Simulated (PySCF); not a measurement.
Structure problem from calculated spectra and properties.

Formula: C4H10S2.

| Item | Value |
| --- | --- |
| Rotational structure | rotational constants A, B, C: 3.969, 1.141, 1.037 GHz [PBE0-D3(BJ)/def2-SVP] |
| Polarisability | 93.8 au [CAM-B3LYP/def2-SVPD] |
| UV, strongest line | among the 10 lowest singlet transitions: S9 at 7.25 eV (171 nm, f = 0.073) [TDDFT CAM-B3LYP/def2-SVPD] |
| Dipole | 2.11 D [CAM-B3LYP/def2-SVPD] |
| 13C NMR | chemical shifts (computed TMS as zero) by class: 43.6 (1 C), 29.3 (1 C), 25.9 (1 C), 15.9 (1 C) ppm [GIAO KT2/pcSseg-2] |
| NMR, other nuclei | isotropic shieldings of nuclei other than C and H, by class: 380 (1 S), 473 (1 S) ppm [GIAO KT2/pcSseg-2] |
| Triplet | lowest triplet excitation (Tamm–Dancoff): 4.13 eV [TDA CAM-B3LYP/def2-SVPD] |
| Valence photoelectron | vertical ionisation energy: 8.81 eV [ΔSCF CAM-B3LYP/def2-SVPD] |

Gas-phase values; electronic properties from PySCF, density fitting. Levels stand in brackets. One conformer (not necessarily the lowest) at the PBE0-D3(BJ)/def2-SVP geometry, without solvent, vibrations or thermal averaging. NMR classes are plain means over equivalent atoms (diastereotopic ones count apart unless rotation or inversion swaps them), as if these changed places fast.

**Question.** What is the compound? Reason from the data.

**Answer.** Numbering: `[CH3:1][CH2:2][CH2:3][S:4][S:5][CH3:6]`. Its formula, C4H10S2, gives 0 degrees of unsaturation, so no ring and no π bond. 4 carbons fall into 4 classes; from least to most shielded: sp3 carbon bound to sulfur [C3] (43.6 ppm), chain CH2 carbon [C2] (29.3 ppm), S-methyl carbon [C6] (25.9 ppm), methyl carbon [C1] (15.9 ppm). The other shieldings belong to: 380 ppm, disulfide sulfur [S4]; 473 ppm, disulfide sulfur [S5]. The first electron is taken from the HOMO, whose largest Löwdin shares are 0.42 on a disulfide sulfur, 0.36 on a disulfide sulfur, 0.07 on the S-methyl carbon and 0.06 on the sp3 carbon bound to sulfur. The optimised geometry has point group C1 and is an asymmetric top. Structure: methyl propyl disulfide (`CCCSSC`). The assignments are read from this structure; whether some other isomer fits the data as well wasn't checked.

The values belong to the conformer `[CH3:1][CH2:2][CH2:3][S:4][S:5][CH3:6]`: C1–C2–C3–S4 180°, C2–C3–S4–S5 66°, C3–S4–S5–C6 87°.
